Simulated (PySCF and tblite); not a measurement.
Methoxyacetonitrile, C₃H₅NO, numbered as in [CH3:1][O:2][CH2:3][C:4]#[N:5].

Level: PBE0-D3(BJ)/def2-TZVP//PBE0-D3(BJ)/def2-SVP, thermal terms from GFN2-xTB, symmetry numbers and mirror pairs counted. Conformers within 3 kcal/mol (GFN2-xTB free energy) were kept, 8 at most. GIAO shieldings: wB97X-D/pcSseg-2. Shifts are against TMS (¹H), TMS (¹³C), NH3 (¹⁵N) at the same level. Programs: PySCF with density fitting and tblite.

Torsions listed: C1–O2–C3–C4. Of a mirror pair one member is shown.

```tsv
conformer	shape	weight %	dipole D
1	67°	96.0	3.29
2	180°	4.0	4.74
```

**Question.** How does the computed dipole moment compare with the measured one in the gas phase?

**Answer.** Computed: 3.29 D in the leading conformer, 3.36 D as root mean square over the ensemble. Measured: 2.98 D (NIST CCCBDB Release 22 (SRD 101), experimental dipoles), which may belong to one conformer.


¹⁵N shifts are against a computed isolated NH3 molecule, about 20 ppm from the liquid.